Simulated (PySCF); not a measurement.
AlF3, SMILES [F][Al]([F])[F]. The structure is a stationary point at PBE-D3(BJ)/def2-TZVP. The isomer is the one that the SMILES or the coordinates give; other isomers of the formula were not compared.

All values below come from PBE-D3(BJ)/def2-TZVP (PySCF 2.14.0).

Harmonic wavenumbers (cm⁻¹): 237, 237, 285, 665, 921, 921. Rotational constants (GHz): 6.536, 6.536, 3.268; symmetry number 6.

Problem. Work out the zero-point energy and the ideal-gas rigid-rotor harmonic-oscillator thermochemistry at 298.15 K and 1 atm.

Solution. ZPE = ½ Σ hcν = ½ × 3266 cm⁻¹ = 4.67 kcal/mol. H − E(el) = 8.09 kcal/mol. Entropy in cal/(mol K): translation 39.20, rotation 21.69, vibration 5.77, total 66.65. G − E(el) = -11.78 kcal/mol. Cp = 15.06 cal/(mol K).
